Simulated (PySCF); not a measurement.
Basis and Hamiltonian dependence of the ionisation energy of P

P [Ne] 3s2 3p3 (4S) → P⁺ [Ne] 3s2 3p2 (3P). All values are computed (PySCF 2.14, energy differences of UHF-based or UKS calculations, no spin-orbit coupling). Values in eV.

```json
{"basis": "cc-pVDZ-DK", "Hamiltonian": "spin-free X2C", "functions": "18", "UHF": "9.922", "r2SCAN": "10.635", "PBE0": "n/a", "MP2 (valence)": "10.305", "CCSD(T) (valence)": "10.233", "CCSD(T) (valence and next inner shell)": "n/a"}
{"basis": "cc-pV(D+d)Z", "Hamiltonian": "non-relativistic", "functions": "23", "UHF": "9.929", "r2SCAN": "n/a", "PBE0": "n/a", "MP2 (valence)": "10.316", "CCSD(T) (valence)": "10.240", "CCSD(T) (valence and next inner shell)": "n/a"}
{"basis": "def2-TZVP", "Hamiltonian": "non-relativistic", "functions": "37", "UHF": "9.910", "r2SCAN": "n/a", "PBE0": "10.529", "MP2 (valence)": "10.475", "CCSD(T) (valence)": "10.453", "CCSD(T) (valence and next inner shell)": "n/a"}
{"basis": "cc-pV(T+d)Z", "Hamiltonian": "non-relativistic", "functions": "39", "UHF": "9.912", "r2SCAN": "n/a", "PBE0": "10.531", "MP2 (valence)": "10.482", "CCSD(T) (valence)": "10.458", "CCSD(T) (valence and next inner shell)": "n/a"}
{"basis": "x2c-TZVPPall", "Hamiltonian": "spin-free X2C", "functions": "42", "UHF": "9.897", "r2SCAN": "10.616", "PBE0": "10.513", "MP2 (valence)": "10.467", "CCSD(T) (valence)": "10.446", "CCSD(T) (valence and next inner shell)": "10.440"}
{"basis": "aug-cc-pVTZ-DK", "Hamiltonian": "spin-free X2C", "functions": "50", "UHF": "9.901", "r2SCAN": "10.633", "PBE0": "10.524", "MP2 (valence)": "10.485", "CCSD(T) (valence)": "10.465", "CCSD(T) (valence and next inner shell)": "n/a"}
{"basis": "aug-cc-pV(T+d)Z", "Hamiltonian": "non-relativistic", "functions": "55", "UHF": "9.911", "r2SCAN": "10.643", "PBE0": "10.535", "MP2 (valence)": "10.497", "CCSD(T) (valence)": "10.476", "CCSD(T) (valence and next inner shell)": "n/a"}
{"basis": "x2c-QZVPPall", "Hamiltonian": "spin-free X2C", "functions": "70", "UHF": "9.893", "r2SCAN": "10.624", "PBE0": "10.514", "MP2 (valence)": "10.506", "CCSD(T) (valence)": "10.485", "CCSD(T) (valence and next inner shell)": "10.480"}
{"basis": "dyall-av3z", "Hamiltonian": "spin-free X2C", "functions": "84", "UHF": "9.897", "r2SCAN": "10.627", "PBE0": "10.520", "MP2 (valence)": "10.480", "CCSD(T) (valence)": "10.460", "CCSD(T) (valence and next inner shell)": "n/a"}
{"basis": "aug-cc-pV(Q+d)Z", "Hamiltonian": "non-relativistic", "functions": "89", "UHF": "9.906", "r2SCAN": "10.625", "PBE0": "10.530", "MP2 (valence)": "10.526", "CCSD(T) (valence)": "10.501", "CCSD(T) (valence and next inner shell)": "n/a"}
{"basis": "dyall-acv3z", "Hamiltonian": "non-relativistic", "functions": "113", "UHF": "9.905", "r2SCAN": "10.634", "PBE0": "10.529", "MP2 (valence)": "10.494", "CCSD(T) (valence)": "10.473", "CCSD(T) (valence and next inner shell)": "n/a"}
{"basis": "aug-cc-pV(Q+d)Z with one added diffuse shell each of s, p, d, f, g type", "Hamiltonian": "non-relativistic", "functions": "114", "UHF": "9.906", "r2SCAN": "10.625", "PBE0": "10.530", "MP2 (valence)": "10.526", "CCSD(T) (valence)": "n/a", "CCSD(T) (valence and next inner shell)": "n/a"}
{"basis": "aug-cc-pwCVQZ", "Hamiltonian": "non-relativistic", "functions": "134", "UHF": "9.905", "r2SCAN": "10.623", "PBE0": "10.528", "MP2 (valence)": "10.527", "CCSD(T) (valence)": "n/a", "CCSD(T) (valence and next inner shell)": "n/a"}
{"basis": "aug-cc-pV(5+d)Z", "Hamiltonian": "non-relativistic", "functions": "136", "UHF": "9.905", "r2SCAN": "10.615", "PBE0": "10.529", "MP2 (valence)": "10.540", "CCSD(T) (valence)": "n/a", "CCSD(T) (valence and next inner shell)": "n/a"}
```

Extrapolation of CCSD(T) (valence) from aug-cc-pV(T+d)Z and aug-cc-pV(Q+d)Z: the correlation parts are 0.565 and 0.595 eV; with the X⁻³ form and unrounded values, (4³ × 0.595 − 3³ × 0.565)/(4³ − 3³) = 0.617 eV, and adding the Hartree-Fock value 9.906 eV of the larger basis gives 10.523 eV.

Frozen in the all-electron rows: valence: [Ne]; valence and next inner shell: 1s2.

Reference for a calculation without spin-orbit coupling: 10.526 eV (measured, between term centres; NIST).
